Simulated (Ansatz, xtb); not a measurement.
**Ranking isomers of CH3NS**

6 gas-phase structures of CH3NS, found in a search over its isomers (lower ones may exist). Each was relaxed with GFN2-xTB:

A. `C=[NH+][S-]`, a singlet
B. `NC=S`, a singlet
C. `[H]/N=C\S`, a singlet
D. `C1NS1`, a singlet
E. `[H]/N=C/S`, a singlet
F. `C=NS`, a singlet

Q: Which do you expect lowest at r2SCAN-D4/def2-SVP, and how would the others follow?

A: Calculated order at r2SCAN-D4/def2-SVP: B (0.0), E (60.6), C (62.5), F (130.9), A (137.6), D (166.6) kJ/mol. Less than 1 kcal/mol parts E and C, so the order within that pair means little.

Energies above the lowest of each column, in kJ/mol; the last columns are at BLYP-D3(BJ)/def2-SVP geometries and were run for some of them only (a dash: not run or not comparable):

```tsv
structure	GFN2-xTB	HF/STO-3G	r2SCAN-D4/def2-SVP	BLYP-D3(BJ)/def2-SVP	CCSD(T)/def2-TZVPP
B	0.0	23.2	0.0	0.0	0.0
E	37.5	0.0	60.6	49.4	41.8
C	26.9	5.8	62.5	50.0	43.8
F	44.0	33.6	130.9	–	–
A	70.1	186.6	137.6	–	–
D	64.2	37.8	166.6	–	–
```

CCSD(T)/def2-TZVPP puts B lowest of those it was run on; HF/STO-3G picks E. Some further structures that were screened fall inside this span and aren't listed. Flexible structures stand in one conformer each, not always the lowest. Frequencies (BLYP-D3(BJ)/def2-SVP) were run for B, C, E alone.

Over these structures GFN2-xTB departs from r2SCAN-D4/def2-SVP by 33.0 kJ/mol on average once a common shift is removed. A GFN2-xTB relaxation took about 0.032 s and the r2SCAN-D4/def2-SVP energy about 1.1 s on a shared host (Ansatz 0.2.0, xtb 6.7.1).
